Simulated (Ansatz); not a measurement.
# Propene (C3H6): small, medium and large basis sets

One table from this session's results is given with a row withheld; the runs are named, their logs left out.

The runs use Ansatz 0.2.0, Gaussian basis; one geometry, several basis sets.

The runs, in order: PBE0-D4/def2-SVP; ωB97M-V/def2-SVP; PBE0-D4/def2-QZVPP; ωB97M-V/def2-QZVPP; the functionals' def2-TZVPP values are taken from earlier runs.

## The relaxed structure

The geometry comes from an earlier relaxation with PBE0-D4 in a triple-zeta def2 set; it is a stationary point, not always the lowest conformer.

SMILES `C=CC`, 9 atoms, charge 0, spin multiplicity 1.

Atoms are counted from 1 here; the program's logs count them from 0.

Bond lengths: C1–C2 1.325 Å, C1–H4 1.086 Å, C1–H5 1.084 Å, C2–C3 1.490 Å, C2–H6 1.089 Å, C3–H7 1.095 Å, C3–H8 1.095 Å, C3–H9 1.092 Å. Angles: C2–C1–H4 121.4°, C2–C1–H5 121.6°, H4–C1–H5 117.0°, C1–C2–C3 125.1°, C1–C2–H6 118.7°, C3–C2–H6 116.2°, C2–C3–H7 111.0°, C2–C3–H8 111.0°, C2–C3–H9 111.5°, H7–C3–H8 106.6°, H7–C3–H9 108.3°, H8–C3–H9 108.3°.

As a file:

```xyz
9
C3H6
C    -1.1294    0.5541   -0.5802
C     0.1576    0.2663   -0.4474
C     0.7449   -0.5436    0.6564
H    -1.8648    0.2027    0.1374
H    -1.4955    1.1498   -1.4082
H     0.8570    0.6415   -1.1923
H     1.2616   -1.4253    0.2643
H     1.4904    0.0334    1.2128
H    -0.0219   -0.8791    1.3573
```

The first run:

in.yaml

```yaml
crystal:
  periodic: [false, false, false]
  atoms:
    - {symbol: C, position_ang: [-1.129371, 0.554148, -0.580230]}
    - {symbol: C, position_ang: [0.157576, 0.266310, -0.447366]}
    - {symbol: C, position_ang: [0.744870, -0.543551, 0.656402]}
    - {symbol: H, position_ang: [-1.864793, 0.202700, 0.137358]}
    - {symbol: H, position_ang: [-1.495508, 1.149819, -1.408246]}
    - {symbol: H, position_ang: [0.857045, 0.641533, -1.192333]}
    - {symbol: H, position_ang: [1.261630, -1.425291, 0.264329]}
    - {symbol: H, position_ang: [1.490403, 0.033403, 1.212752]}
    - {symbol: H, position_ang: [-0.021852, -0.879072, 1.357334]}
basis:
  gaussian: {orbitals: def2-SVP}
hamiltonian: {xc: pbe0, dispersion: d4}
output: {orbitals: {seedname: orbitals}}
```

Steps of the session up to this table: PBE0-D4 in def2-SVP; ωB97M-V in def2-SVP; PBE0-D4 in def2-QZVPP; ωB97M-V in def2-QZVPP.

One table of the session follows, with a row left open; its other results are not shown here.

It belongs to the step «Density functionals: the series». 

| functional | basis | HOMO (eV) | LUMO (eV) |
| --- | --- | --- | --- |
| PBE0-D4 | def2-SVP | ? | ? |
| PBE0-D4 | def2-TZVPP | -7.37 | 0.45 |
| PBE0-D4 | def2-QZVPP | -7.38 | 0.36 |
| ωB97M-V | def2-SVP | -9.57 | 2.95 |
| ωB97M-V | def2-TZVPP | -9.64 | 2.57 |
| ωB97M-V | def2-QZVPP | -9.65 | 2.12 |

Estimate the missing values for PBE0-D4, def2-SVP.

The run gave: HOMO (eV): -7.31; LUMO (eV): 0.71. In the column «HOMO (eV)» it is the highest.
